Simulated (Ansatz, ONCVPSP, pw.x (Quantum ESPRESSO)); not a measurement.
## pw.x on bcc Ge: one setting changed

Potential: optimised norm-conserving Vanderbilt (ONCV), ONCVPSP 4.0.1.1 (patched build), PBEsol; core [Ar] 3d10, reference 4s1.75 4p2.25; waves: 4s: rc 1.90 bohr, ncon 4, nbas 7, qcut 3.4 1/bohr, 2 projectors, debl 1.9 Ha; 4p: rc 2.50 bohr, ncon 3, nbas 7, qcut 2.8 1/bohr, 1 projector; d scattering state at 0.02 Ha: rc 2.50 bohr, ncon 4, nbas 7, qcut 3.8 1/bohr, 2 projectors, debl 1.7 Ha; local part: polynomial inside 1.50 bohr (lpopt 3, dvloc0 0 Ha); core correction: Teter function, fcfact 1.75, rcfact 1.5.

The reference run (k-mesh 14³, cutoffs 75/300 Ry, Fermi–Dirac 0.01 Ry, mixing_beta 0.4, conv_thr 1e-9, no spin) gives -0.53 GPa at 18.298 Å³/atom, where all-electron LAPW gives -0.09 GPa. This run, with its own iteration cap, changes mixing_mode to local-TF.

```
&control
  calculation='scf', prefix='x', pseudo_dir='./', outdir='./tmp', tstress=.true., disk_io='none'
/
&system
  ibrav=0, nat=1, ntyp=1, ecutwfc=75, ecutrho=300, nbnd=9,
  occupations='smearing', smearing='fd', degauss=0.01
/
&electrons
  conv_thr=1e-09, mixing_beta=0.4, electron_maxstep=60, mixing_mode='local-TF'
/
ATOMIC_SPECIES
Ge 1.0 Ge.UPF
CELL_PARAMETERS angstrom
  -1.66002468 1.66002468 1.66002468
  1.66002468 -1.66002468 1.66002468
  1.66002468 1.66002468 -1.66002468
ATOMIC_POSITIONS crystal
Ge 0.0000 0.0000 0.0000
K_POINTS automatic
14 14 14 0 0 0
```

```bash
pw.x < Ge.scf.in > Ge.scf.out
```

**Question.** How does the run end?

**Answer.** It converges in 5 iterations; the free energy moves by +0.0 meV/atom and the pressure by +0.00 GPa. The result is that of the reference run.

```
Message from routine setup:
     using ibrav=0 with symmetry is DISCOURAGED, use correct ibrav instead
     lattice parameter (alat)  =       5.4334  a.u.
     unit-cell volume          =     123.4810 (a.u.)^3
     number of electrons       =         4.00
     number of Kohn-Sham states=            9
     kinetic-energy cutoff     =      75.0000  Ry
     charge density cutoff     =     300.0000  Ry
     scf convergence threshold =      1.0E-09
     Exchange-correlation= PBESOL
     number of k points=   104  Fermi-Dirac smearing, width (Ry)=  0.0100
     iteration #  1     ecut=    75.00 Ry     beta= 0.40
     total energy              =      -8.55882758 Ry
     estimated scf accuracy    <       0.00074335 Ry
     iteration #  2     ecut=    75.00 Ry     beta= 0.40
     total energy              =      -8.55869168 Ry
     estimated scf accuracy    <       0.00036518 Ry
     iteration #  3     ecut=    75.00 Ry     beta= 0.40
     total energy              =      -8.55871348 Ry
     estimated scf accuracy    <       0.00000019 Ry
     iteration #  4     ecut=    75.00 Ry     beta= 0.40
     total energy              =      -8.55871421 Ry
     estimated scf accuracy    <          7.7E-09 Ry
     iteration #  5     ecut=    75.00 Ry     beta= 0.40
     the Fermi energy is     8.0020 ev
!    total energy              =      -8.55871421 Ry
     estimated scf accuracy    <          7.4E-10 Ry
     smearing contrib. (-TS)   =      -0.00186991 Ry
     The total energy is F=E-TS. E is the sum of the following terms:
     one-electron contribution =       3.79003428 Ry
     hartree contribution      =       0.07307053 Ry
     xc contribution           =      -3.13912610 Ry
     ewald contribution        =      -9.28082301 Ry
     convergence has been achieved in   5 iterations
          total   stress  (Ry/bohr**3)                   (kbar)     P=       -5.29
     Message from routine punch:
     Nothing written, as per user request (disk_io='none')
```

The run took about 9.4 s on one core of a shared host (Neoverse-V2, 96 threads, 742 GiB, load 48).
